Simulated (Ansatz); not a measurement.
## Cost against result

Saddle point of Si₂H₈, singlet (SiH₄ + SiH₄ → Si₂H₆ ([SiH3][SiH3]) + H₂; bonds formed: Si1–Si7, H2–H6; bonds broken: Si1–H2, H6–Si7), PBE0-D4/def2-TZVP structure:

```
atom    x (Å)    y (Å)    z (Å)
 Si1  -0.1197  -1.1907  -0.2252
  H2   1.5529  -1.1392   0.0985
  H3  -1.5578  -0.7028  -0.4084
  H4   0.2283  -1.6654  -1.5907
  H5  -0.2465  -2.1077   0.9388
  H6   1.0176  -0.1151   0.1724
 Si7  -0.0904   1.3958   0.2201
  H8  -0.6838   1.8003  -1.0791
  H9  -1.1184   1.3961   1.2909
 H10   1.0179   2.3286   0.5828
```

Barriers are electronic and count from the start structure reached by relaxing down the imaginary mode.

Computed with Ansatz 0.2.0 (basis: as named in each row); correlated methods freeze the cores. B3LYP uses VWN-RPA correlation. Extrapolation: Hartree–Fock as exp(−7.88 √X), correlation as X^−2.97.

Times are rough, for one single point on 2 threads of a shared host (Arm Neoverse V2).

The estimate by CCSD(T) at an estimated basis limit (MP2 extrapolated from triple and quadruple zeta, plus CCSD(T) − MP2 in triple zeta) is 3.330 eV.

```json
{"method": "HF", "basis": "STO-3G", "time (s)": "under 1", "barrier (eV)": "7.504", "method less estimate": "4.174"}
{"method": "PBE-D4", "basis": "STO-3G", "time (s)": "under 1", "barrier (eV)": "5.231", "method less estimate": "1.901"}
{"method": "SPW92", "basis": "def2-SVP", "time (s)": "under 1", "barrier (eV)": "2.571", "method less estimate": "-0.759"}
{"method": "B3LYP-D4", "basis": "6-31G", "time (s)": "under 1", "barrier (eV)": "4.070", "method less estimate": "0.740"}
{"method": "PBE-D4", "basis": "def2-SVP", "time (s)": "under 1", "barrier (eV)": "2.878", "method less estimate": "-0.452"}
{"method": "PBE0-D4", "basis": "def2-SVP", "time (s)": "under 1", "barrier (eV)": "3.117", "method less estimate": "-0.213"}
{"method": "CCSD(T)", "basis": "def2-SVP", "time (s)": "1", "barrier (eV)": "3.700", "method less estimate": "0.370"}
{"method": "SPW92", "basis": "def2-TZVPP", "time (s)": "1", "barrier (eV)": "2.470", "method less estimate": "-0.860"}
{"method": "BLYP-D4", "basis": "def2-TZVPP", "time (s)": "2", "barrier (eV)": "3.089", "method less estimate": "-0.241"}
{"method": "PBE-D4", "basis": "def2-TZVPP", "time (s)": "2", "barrier (eV)": "2.765", "method less estimate": "-0.565"}
{"method": "B3LYP-D4", "basis": "def2-TZVPP", "time (s)": "2", "barrier (eV)": "3.244", "method less estimate": "-0.086"}
{"method": "BHLYP-D4", "basis": "def2-TZVPP", "time (s)": "2", "barrier (eV)": "3.513", "method less estimate": "0.183"}
{"method": "PBE0-D4", "basis": "def2-TZVPP", "time (s)": "2", "barrier (eV)": "2.988", "method less estimate": "-0.342"}
{"method": "CAM-B3LYP-D4", "basis": "def2-TZVPP", "time (s)": "2", "barrier (eV)": "3.399", "method less estimate": "0.069"}
{"method": "wB97M-V", "basis": "def2-SVP", "time (s)": "4", "barrier (eV)": "3.411", "method less estimate": "0.081"}
{"method": "RPA on PBE", "basis": "def2-TZVPP", "time (s)": "4", "barrier (eV)": "3.412", "method less estimate": "0.082"}
{"method": "r2SCAN-D4", "basis": "def2-TZVPP", "time (s)": "4", "barrier (eV)": "2.989", "method less estimate": "-0.341"}
{"method": "r2SCAN0-D4", "basis": "def2-TZVPP", "time (s)": "4", "barrier (eV)": "3.138", "method less estimate": "-0.192"}
{"method": "B2PLYP", "basis": "def2-TZVPP", "time (s)": "4", "barrier (eV)": "3.401", "method less estimate": "0.071"}
{"method": "PBE-QIDH", "basis": "def2-TZVPP", "time (s)": "5", "barrier (eV)": "3.261", "method less estimate": "-0.069"}
{"method": "wB97X-V", "basis": "def2-TZVPP", "time (s)": "8", "barrier (eV)": "3.360", "method less estimate": "0.030"}
{"method": "wB97M-V", "basis": "def2-TZVPP", "time (s)": "8", "barrier (eV)": "3.303", "method less estimate": "-0.027"}
{"method": "B97M-V", "basis": "def2-TZVPP", "time (s)": "8", "barrier (eV)": "3.006", "method less estimate": "-0.324"}
{"method": "MP2", "basis": "def2-QZVPP", "time (s)": "16", "barrier (eV)": "3.385", "method less estimate": "0.055"}
{"method": "CCSD(T)", "basis": "def2-TZVPP", "time (s)": "29", "barrier (eV)": "3.410", "method less estimate": "0.080"}
```

All methods are single points on the PBE0-D4 structures.

The T1 diagnostic stays at or below 0.014.

Labels in which every atom is bracketed show which atoms are joined, not bond orders.
